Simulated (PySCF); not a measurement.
Compound: C4H9N2 (doublet state).
Structure used (GFN2-xTB), in Å, numbered top down from 1:
```xyz
15
C4H9N2 angstrom
C      2.1559   -0.0014    0.0189
N      1.1159   -0.9451    0.0201
C      0.1529   -0.7493   -0.9946
C     -0.7730    0.3350   -0.4485
C     -1.9771   -0.1755    0.2780
N     -0.3856    1.5234   -0.5656
H      2.7537   -0.1245    0.9207
H      2.8023   -0.1106   -0.8653
H      1.7475    1.0242   -0.0393
H      0.5787   -0.3883   -1.9423
H     -0.4034   -1.6768   -1.1454
H     -1.6560   -0.9073    1.0170
H     -2.6472   -0.6730   -0.4216
H     -2.5127    0.6345    0.7708
H     -0.9561    2.2426   -0.1304
```

The hyperfine couplings belong to this conformer and change with its torsions.

As a line formula: `[H]/N=C(\C)C[N]C` [radical].

Computed, not measured: PySCF, UKS B3LYP, pcH-1 on C H N, non-relativistic, mean-field spin-orbit, GIAO. The structure is a single GFN2-xTB conformer in the gas phase; no vibrational or solvent corrections. Couplings are sensitive to structure, and on GFN2-xTB geometries they can be far from those on DFT ones. Stability of the SCF solution: not tested.

Principal values of hyperfine tensors in MHz (contact and dipolar terms together), for some of the nuclei:

| atom | isotope | A1 | A2 | A3 |
| --- | --- | --- | --- | --- |
| H8 | 1H | 135.95 | 137.35 | 151.51 |
| H9 | 1H | 126.28 | 129.78 | 141.92 |
| C4 | 13C | 78.04 | 79.98 | 99.79 |
| N2 | 14N | -7.61 | -6.83 | 114.76 |
| C1 | 13C | -37.10 | -33.51 | -28.76 |
| C3 | 13C | -33.82 | -29.46 | -25.78 |
| H11 | 1H | 21.95 | 22.13 | 37.69 |
| H15 | 1H | 12.76 | 14.33 | 21.11 |

Problem. Give the isotropic coupling of each nucleus in MHz and in mT (g = 2.0045), and the anisotropic part.

Solution. a_iso = (A1 + A2 + A3)/3, Ti = Ai − a_iso; 1 mT corresponds to 28.056 MHz.

```json
{"atom": "H8", "a_iso (MHz)": "141.60", "a_iso (mT)": "5.047", "T1": "-5.65", "T2": "-4.25", "T3": "9.91"}
{"atom": "H9", "a_iso (MHz)": "132.66", "a_iso (mT)": "4.728", "T1": "-6.38", "T2": "-2.88", "T3": "9.26"}
{"atom": "C4", "a_iso (MHz)": "85.94", "a_iso (mT)": "3.063", "T1": "-7.90", "T2": "-5.96", "T3": "13.85"}
{"atom": "N2", "a_iso (MHz)": "33.44", "a_iso (mT)": "1.192", "T1": "-41.05", "T2": "-40.27", "T3": "81.32"}
{"atom": "C1", "a_iso (MHz)": "-33.12", "a_iso (mT)": "-1.181", "T1": "-3.98", "T2": "-0.38", "T3": "4.36"}
{"atom": "C3", "a_iso (MHz)": "-29.69", "a_iso (mT)": "-1.058", "T1": "-4.13", "T2": "0.23", "T3": "3.91"}
{"atom": "H11", "a_iso (MHz)": "27.25", "a_iso (mT)": "0.971", "T1": "-5.31", "T2": "-5.13", "T3": "10.44"}
{"atom": "H15", "a_iso (MHz)": "16.06", "a_iso (mT)": "0.573", "T1": "-3.31", "T2": "-1.74", "T3": "5.05"}
```

Problem. What spin density at the nucleus of H9 lies behind its contact coupling (g_N = 5.58569)?

Solution. a_FC = 800.24 MHz bohr³ × g_N × ρ(0)/(2S). With a_FC = 132.66 MHz and 2S = 1, ρ(0) = 0.02968 bohr⁻³. In magnitude that is 9.3 % of the 1/π = 0.318 of a free hydrogen atom.

Problem. H10 (1H, g_N = 5.58569) isn't in the table. Its spin density at the nucleus is 0.01169 bohr⁻³. What is its contact coupling?

Solution. By the same relation, a_FC = 52.3 MHz. Its full tensor has the principal values 47.59, 47.97, 61.19 MHz.

Problem. Which nucleus of the table has the largest anisotropic coupling, and what is its form?

Solution. N2: -41.1, -40.3, 81.3 MHz, axial, in the ratio −1:−1:+2, the form that spin in one p orbital centred on that nucleus gives.

Problem. In a single crystal, with the field along each principal axis of the tensor of H8 in turn, what first-order splitting does this nucleus give (isotropic g, quadrupole terms neglected)?

Solution. 2 lines (I = 1/2), spaced by |A_i|/(g × 13.996): 4.85, 4.90, 5.40 mT along the axes of A1, A2 and A3.

On Arm Neoverse V2, one thread, no GPU, on a shared host, this took 46 s wall (grids of density and orbitals included) and 0.95 GiB of memory at its peak.
